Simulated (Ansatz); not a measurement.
One change: `C=C(O)OC=S` becomes `C=C(O)OCF`.

Ansatz, PBE0-D4/def2-TZVP geometries, multiplicity 1. Each molecule was computed in one conformer, which needn't be the lowest.

| property | `C=C(O)OC=S` |
| --- | --- |
| HOMO–LUMO gap (PBE/def2-TZVPP) / eV | 2.76 |
| HOMO energy (PBE0/def2-TZVPP) / eV | -6.70 |
| LUMO energy (PBE0/def2-TZVPP) / eV | -1.79 |
| LUMO energy (PBE/def2-TZVPP) / eV | -2.66 |
| HOMO energy (PBE/def2-TZVPP) / eV | -5.42 |
| LUMO energy (ωB97M-V/def2-TZVPP) / eV | 0.33 |

What does the change do to each property? (An estimate is asked.)

Ansatz gave: 
| property | `C=C(O)OCF` | shift |
| --- | --- | --- |
| HOMO–LUMO gap (PBE/def2-TZVPP) / eV | 5.63 | 2.87 |
| HOMO energy (PBE0/def2-TZVPP) / eV | -6.65 | 0.05 |
| LUMO energy (PBE0/def2-TZVPP) / eV | 1.20 | 2.99 |
| LUMO energy (PBE/def2-TZVPP) / eV | 0.22 | 2.88 |
| HOMO energy (PBE/def2-TZVPP) / eV | -5.41 | 0.01 |
| LUMO energy (ωB97M-V/def2-TZVPP) / eV | 2.64 | 2.31 |

With PBE0 the HOMO rises by 0.05 eV and the LUMO rises by 2.99 eV, so the gap widens by about 2.94 eV. PBE moves the HOMO by 0.01 eV and ωB97M-V by 0.03 eV.
